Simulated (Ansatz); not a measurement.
A calculation with Ansatz (development build ahead of 0.2.0).

```yaml
crystal:
  periodic: [false, false, false]
  atoms:
    - { symbol: O, position_ang: [0.11796, -0.11426, 0.11145] }
    - { symbol: H, position_ang: [1.11767, -0.0052, 0.1268] }
    - { symbol: O, position_ang: [2.94157, 0.10912, -0.12184] }
    - { symbol: H, position_ang: [3.5406, 0.69563, 0.25028] }
    - { symbol: H, position_ang: [3.4391, -0.57603, -0.48008] }
    - { symbol: O, position_ang: [-1.40598, 2.68134, 0.36877] }
    - { symbol: H, position_ang: [-1.02514, 1.81304, 0.54549] }
    - { symbol: H, position_ang: [-1.2851, 2.77027, -0.56901] }
basis:
  gaussian: { orbitals: def2-SVP }
magnetization:
  spin_polarized: true
  initial_magnetization: 1
hamiltonian:
  xc: hf
output:
  forces: true
```

The input is written out in the form of the current development build from the run's settings.

The run gave:

- Converged: yes
- Total energy: -227.26235 hartree
- Spin squared of the determinant: 0.755
- Stability test: minimum

Forces (eV/Å):
```csv
atom,Fx,Fy,Fz
O1,1.911,0.289,0.089
H2,-2.009,-0.237,-0.083
O3,-2.008,0.080,-0.075
H4,1.189,1.303,0.814
H5,0.888,-1.372,-0.722
O6,0.528,-0.915,-0.182
H7,-0.383,0.763,-0.095
H8,-0.116,0.089,0.253
```
